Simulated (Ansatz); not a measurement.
Ni, fcc: geometry optimisation

Theory: Ansatz, DFT, PBE, plane waves (420 eV) with PAW, scalar-relativistic.

k-point mesh 13×13×9, Fermi-Dirac smearing 0.05 eV, starting moments 0.80, -0.80 μB. Cell and atoms relax.

Starting structure:

```yaml
crystal:
  lattice:
    - [2.4917594441, 0.0, 0.0]
    - [0.0, 2.4917594441, 0.0]
    - [0.0, 0.0, 3.52388]
  atoms:
    - { symbol: Ni, position: [0.0, 0.0, 0.0], spin: 0.8 }
    - { symbol: Ni, position: [0.5, 0.5, 0.5], spin: -0.8 }
hamiltonian:
  xc: pbe
  pseudopotentials:
    kind: paw
    azcp:
      Ni: "pseudopotentials/Ni.paw.azcp"
basis:
  ecutwfc: 420
  fft_grid_basis: typed
kpoints:
  mp_grid: { grid: [13, 13, 9], shift: [0, 0, 0] }
magnetization:
  spin_polarized: true
scf:
  occupations: { method: fermi_dirac, width: 0.05 }
relax:
  max_steps: 60
  f_tol: 0.01
  cell: {}
```

The pressure at the start is -1.9 GPa. By how much does the volume change?

From 10.94 to 10.83 Å³ per atom, -1.0 %. The final cell has a = 3.512 Å.

How much energy does the relaxation gain?

0.6 meV per atom.

Which magnetic state does it end in?

antiferromagnetic, largest moment 0.08 μB in the atomic sphere; moments 0.08, -0.08 μB.
